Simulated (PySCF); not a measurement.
# CH from Hartree–Fock to correlated methods

State: ²Π (doublet), unpaired electrons π ↑. Set-up: basis H def2-SVP, C def2-SVP; no relativity; PySCF 2.14. De refers to H + C in their high-spin ground configurations, without counterpoise correction. The functionals are run spin-unrestricted. A positive dipole means H(−)C(+).

```csv
Level,Re (Å),ωe (cm⁻¹),De (eV),μ (D)
UHF,1.112,3088,2.44,-1.72
UHF-MP2,1.123,2998,3.21,n/a
UHF-SCS-MP2,1.124,2981,3.31,n/a
UHF-CCSD,1.131,2903,3.35,n/a
UHF-CCSD(T),1.132,2890,3.38,n/a
PBE,1.149,2739,3.63,-1.44
revPBE,1.150,2734,3.57,-1.42
PW91,1.147,2746,3.64,-1.43
BLYP,1.148,2717,3.65,-1.40
r²SCAN,1.136,2836,3.49,-1.54
PBE0,1.134,2871,3.56,-1.54
LC-ωPBE,1.129,2945,3.49,-1.62
```

The bond length runs from 1.112 Å (UHF) to 1.150 Å (revPBE). De spans 2.44 eV (UHF, mean field) to 3.65 eV (BLYP, GGA). Correlation at CCSD(T) changes the Hartree–Fock bond energy by +0.94 eV; the triples alone change it by +0.03 eV.

Correlated steps freeze 1 core orbital. Correlated levels converge slowly with the basis: in double zeta they bind strong bonds too weakly, by up to about 1 eV, and carry superposition errors of some tenths. The state was picked by a PBE0 search and need not be the measured ground state.
